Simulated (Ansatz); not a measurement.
We consider 1T (CdI2-type) TiTe2, described by LDA (PAW; Ansatz, a first-principles code).

Run with plane-wave cutoff 520 eV, 18×18×10 k mesh (along the axes of the cell as run), Fermi–Dirac smearing 0.05 eV, no spin polarisation, scalar-relativistic PAW data made under PBE.

Energies at three volumes about the minimum:

```tsv
V (Å³/atom)	E − E_lowest (meV/atom)
24.099	1.42
24.591	0.00
25.083	1.24
```

Task: Fit a parabola by hand: where is the minimum, and what is the bulk modulus?

Result: Slopes: (0.00 − 1.42)/(24.591 − 24.099) = -2.886 and (1.24 − 0.00)/(25.083 − 24.591) = 2.520 meV/Å³. Curvature E″ = 2 × (2.520 − (-2.886))/(25.083 − 24.099) = 10.988 meV/Å⁶. From the middle of the first interval, the slope vanishes at V0 = 24.3450 − (-2.886)/10.988 = 24.608 Å³/atom. B = V0 E″ = 24.608 × 10.988 meV/Å³ × 0.1602 GPa per meV/Å³ = 43.3 GPa. The full Birch–Murnaghan fit to all volumes gives V0 = 24.592 Å³/atom and B0 = 43.0 GPa.

Shape and atoms are relaxed at each volume.

Measured, for comparison: equilibrium volume per atom 26.76 Å³/atom (temperature not stated, no zero-point or thermal correction, from a published cell, temperature and pressure not stated; as tabulated in Journal of Solid State Chemistry 39, 230 (1981)). Computed less measured: equilibrium volume per atom -8.1 %. For the largest miss, another phase or state or a fault of the measured value is possible beside the level's own.

Note: the volume lies 8 % below that of the published cell.
